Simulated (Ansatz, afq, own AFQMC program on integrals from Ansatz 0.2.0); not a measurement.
CH$_{2}$N, quartet: a scan with AFQMC

```xyz
4

N     0.0000    0.0000    0.5481
C     0.0000    0.0000   -0.8171
H     0.0000    0.8633    1.0602
H     0.0000   -0.8633    1.0602
```

The N1–C2 distance is changed with both sides rigid. Energies in mEh count from this geometry (1.365 Å) at the same level; the start stands on UHF, each point on the determinant named.

Basis cc-pVDZ. Noble-gas cores (and the filled d shells of Ga–Kr and In–Xe) are frozen. Ansatz 0.2.0 and our own AFQMC program on the same integrals; the CISD trial comes from CCSD amplitudes, and released means the phaseless constraint is let go. ± is one standard error of the sampling.

Cautions, each for one point or more: lower spins were not checked; the ph-AFQMC/CISD walk drifts between its halves.

```json
{"r(N1–C2) / Å": "1.087", "det.": "UHF", "T1": "0.012", "weight": "0.92", "⟨S²⟩": "3.76", "B2PLYP": "130.4", "CCSD": "139.2", "CCSD(T)": "139.8"}
{"r(N1–C2) / Å": "1.650", "det.": "UHF", "T1": "0.020", "weight": "0.90", "⟨S²⟩": "3.76", "B2PLYP": "33.6", "CCSD": "31.8", "CCSD(T)": "30.6"}
{"r(N1–C2) / Å": "2.153", "det.": "UHF†", "T1": "0.019", "weight": "0.90", "⟨S²⟩": "3.79", "B2PLYP": "44.8", "CCSD": "42.2", "CCSD(T)": "42.7"}
{"r(N1–C2) / Å": "2.996", "det.": "ROHF†", "T1": "0.015", "weight": "0.90", "⟨S²⟩": "pure", "B2PLYP": "61.0", "CCSD": "53.2", "CCSD(T)": "55.1"}
{"r(N1–C2) / Å": "4.588", "det.": "UHF†", "T1": "0.006", "weight": "0.91", "⟨S²⟩": "3.76", "B2PLYP": "68.6", "CCSD": "59.2", "CCSD(T)": "61.4"}
```

(1) Estimate the curve of CCSDT(Q), counted from the same start.

## Answers

(1) 
```tsv
r(N1–C2) / Å	det.	T1	weight	⟨S²⟩	CCSDT(Q)	ph-AFQMC/CISD	released AFQMC
1.087	UHF	0.012	0.92	3.76	140.1	140.0 ± 0.5	–
1.650	UHF	0.020	0.90	3.76	30.1	29.8 ± 0.6	28.7 ± 0.9*
2.153	UHF†	0.019	0.90	3.79	42.3	41.3 ± 0.6	41.3 ± 0.8*
2.996	ROHF†	0.015	0.90	pure	55.1	54.5 ± 0.6	–
4.588	UHF†	0.006	0.91	3.76	61.5	60.8 ± 0.5	60.6 ± 0.8*
```

Weight is that of the determinant in the CISD state; at the start T1 is 0.016 and the weight 0.92, and ⟨S²⟩ is 3.76. An asterisk marks released energies that aren't shown to be converged. A dagger marks points whose determinant fills other symmetries than the start's, so the wave-function levels may follow another state there, or a degenerate partner. A dash marks a missing value, a released energy that hasn't settled or a functional that sits on another state. Largest departures from CCSDT(Q), at the points where its series has closed: CCSD(T) 0.5 mEh at 1.650 (on UHF), ph-AFQMC/CISD -1.0 mEh at 2.153 (on UHF) (within the noise), CCSD -2.4 mEh at 4.588 (on UHF). The functionals aren't scored here. In this small basis the wave-function levels are far from their limit, so their gap to the functionals isn't the functionals' error. In total energy ph-AFQMC/CISD lies 28 ± 10 meV above CCSDT(Q) at the start, so its agreement along the curve rests in part on cancellation.

A walk keeps the symmetry of its determinant, which the program's search chose and which needn't be the lowest solution, so a lower state of the same spin and another symmetry isn't excluded.
